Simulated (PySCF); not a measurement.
Simulated absorption spectrum

Species: 2-chloro-1,1-difluoroethane, C₂H₃ClF₂.
SMILES: `ClCC(F)F`

Computed with PySCF 2.14.0, density-fitted response routines, TDDFT wB97X-D/def2-SVPD, vertical, gas phase, core orbitals frozen in the response. Geometry: PBE0-D3(BJ)/def2-SVP, one conformer, isolated molecule. Torsions of this conformer, `[F:1][CH:2]([F:3])[CH2:4][Cl:5]`: F1–C2–C4–Cl5 67°.

Computed states:

```csv
state,E (eV),f
S1,7.53,0.0027
S2,7.61,0.0027
S3,8.87,0.023
S4,8.99,0.049
S5,9.54,0.017
S6,9.65,0.026
S7,9.72,0.026
S8,10.02,0.061
S9,10.10,0.030
S10,10.33,0.014
```

Each state is given a Gaussian of 0.3 eV full width at half maximum, with ε(max) = 2.175×10⁸ f / Δν̃ (Δν̃ the width in cm⁻¹). The width is an assumption, not a result. The curve ends short of the highest state used, and states not computed would add to its high-energy end.

(1) What does the envelope look like, and where are its maxima?

(2) Coming from long wavelengths, where does ε first pass 100 L mol⁻¹ cm⁻¹?

(3) Does any computed singlet lie in the visible range?

## Answers

(1) 
```json
{"E (eV)": "7.08", "ε (L mol⁻¹ cm⁻¹)": "1"}
{"E (eV)": "7.17", "ε (L mol⁻¹ cm⁻¹)": "5"}
{"E (eV)": "7.26", "ε (L mol⁻¹ cm⁻¹)": "31"}
{"E (eV)": "7.35", "ε (L mol⁻¹ cm⁻¹)": "118"}
{"E (eV)": "7.44", "ε (L mol⁻¹ cm⁻¹)": "284"}
{"E (eV)": "7.54", "ε (L mol⁻¹ cm⁻¹)": "442"}
{"E (eV)": "7.63", "ε (L mol⁻¹ cm⁻¹)": "413"}
{"E (eV)": "7.72", "ε (L mol⁻¹ cm⁻¹)": "246"}
{"E (eV)": "7.81", "ε (L mol⁻¹ cm⁻¹)": "94"}
{"E (eV)": "7.90", "ε (L mol⁻¹ cm⁻¹)": "23"}
{"E (eV)": "7.99", "ε (L mol⁻¹ cm⁻¹)": "3"}
{"E (eV)": "8.08", "ε (L mol⁻¹ cm⁻¹)": "0"}
{"E (eV)": "8.17", "ε (L mol⁻¹ cm⁻¹)": "0"}
{"E (eV)": "8.27", "ε (L mol⁻¹ cm⁻¹)": "0"}
{"E (eV)": "8.36", "ε (L mol⁻¹ cm⁻¹)": "1"}
{"E (eV)": "8.45", "ε (L mol⁻¹ cm⁻¹)": "9"}
{"E (eV)": "8.54", "ε (L mol⁻¹ cm⁻¹)": "76"}
{"E (eV)": "8.63", "ε (L mol⁻¹ cm⁻¹)": "411"}
{"E (eV)": "8.72", "ε (L mol⁻¹ cm⁻¹)": "1443"}
{"E (eV)": "8.81", "ε (L mol⁻¹ cm⁻¹)": "3383"}
{"E (eV)": "8.90", "ε (L mol⁻¹ cm⁻¹)": "5383"}
{"E (eV)": "9.00", "ε (L mol⁻¹ cm⁻¹)": "5678"}
{"E (eV)": "9.09", "ε (L mol⁻¹ cm⁻¹)": "3829"}
{"E (eV)": "9.18", "ε (L mol⁻¹ cm⁻¹)": "1678"}
{"E (eV)": "9.27", "ε (L mol⁻¹ cm⁻¹)": "641"}
{"E (eV)": "9.36", "ε (L mol⁻¹ cm⁻¹)": "870"}
{"E (eV)": "9.45", "ε (L mol⁻¹ cm⁻¹)": "2152"}
{"E (eV)": "9.54", "ε (L mol⁻¹ cm⁻¹)": "4014"}
{"E (eV)": "9.63", "ε (L mol⁻¹ cm⁻¹)": "5323"}
{"E (eV)": "9.73", "ε (L mol⁻¹ cm⁻¹)": "5081"}
```

Maxima: 164 nm (7.57 eV), ε about 450, made up of S1 (50%) and S2 (50%); 138 nm (8.96 eV), ε about 5900, made up of S3 (27%) and S4 (73%); 128 nm (9.66 eV), ε about 5400, made up of S5 (17%), S6 (42%) and S7 (39%) (ε in L mol⁻¹ cm⁻¹; maxima over ε = 5, shares over 10%).

(2) At about 169 nm (7.34 eV), 0.19 eV below S1.

(3) No computed singlet lies in the visible range (380 to 750 nm); the lowest, at 165 nm, stands 4.27 eV above its violet end (3.26 eV).

The vertical ionisation energy (ΔSCF) is 11.74 eV, 1.41 eV above S10.

Time: 46 s of wall time. Hardware: one thread of an Arm Neoverse V2, no GPU, shared host.
